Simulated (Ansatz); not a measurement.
One geometry of Si₃, several levels of theory.

```yaml
crystal:
  periodic: [false, false, false]
  atoms:
    - {symbol: Si, position_ang: [0.863175, 0.007822, 0.685922]}
    - {symbol: Si, position_ang: [-0.352025, 1.423420, -0.459361]}
    - {symbol: Si, position_ang: [-0.511150, -1.431242, -0.226560]}
basis:
  gaussian: {orbitals: def2-TZVP, initial_orbitals: start.molden}
hamiltonian: {xc: {name: B2PLYP}}
scf: {omitted_lower_state_checks: [starts]}
```

The file start.molden holds the orbitals of an earlier run on this structure, at another level or in another basis.

```sh
$ ansatz run in.yaml --threads 2 --pin off --events-out ev --progress --plain --max-ram 4352MiB
```

Output, abridged:

```
Functional definition: B2PLYP
662 factors; integrals over basis functions are off by at most 9.1e-4 eV
mean field evaluation 1: about -23616.8120 eV, gradient 9.7e0 eV
mean field evaluation 2: about -23616.8887 eV, gradient 1.5e-1 eV
mean field evaluation 4: about -23617.0965 eV, gradient 8.7e-3 eV
mean field evaluation 8: about -23617.0966 eV, gradient 2.1e-6 eV
mean field -23617.09660528 eV, -867.9122920011 hartree, gradient 9.8e-6 eV, S^2 0.000000; 0 other end points of the search recorded, 0 dependent functions left out; unrestricted orbitals would lower it
15 core orbitals not correlated: weight in the atoms' cores, before any rotation towards them, 1.000 or more for the frozen orbitals, at most 0.000 for the correlated occupied ones
reference -23617.09673311 eV, -867.9122966987 hartree; 6, 6 occupied and 90, 90 virtual orbitals, 662 factors
second order -11.19016784 eV of doubles, -0.00000000 eV of singles
Total energy: -23620.11807843 eV, -868.0233290911 hartree
Checks for a lower state left out: starts
```

It took 1.9 s on 2 threads of Arm Neoverse V2 on a shared host.

As the first input, with `hamiltonian: {xc: {name: LC-wPBE, parameters: {omega: 0.3/bohr}}}`, `output: {orbitals: {seedname: orbitals}}` (abridged; 1.1 s):

```
Functional definition: LC-wPBE
mean field -23620.44943085 eV, -868.0355060679 hartree, gradient 1.5e-5 eV, S^2 0.000000
Total energy: -23620.44943085 eV, -868.0355060682 hartree
Checks for a lower state left out: starts
```

Geometry: PBE-D4/def2-TZVP.

Correlated methods freeze 15 core orbitals. At B2PLYP/def2-TZVP the restricted singlet (for correlated methods, its reference) is unstable: a solution with broken spin symmetry lies lower. At PBE0-D4/def2-TZVP a triplet of charge 0 lies 0.21 eV below the restricted singlet, each at its own geometry. The structure comes from a short search, and lower isomers may exist.
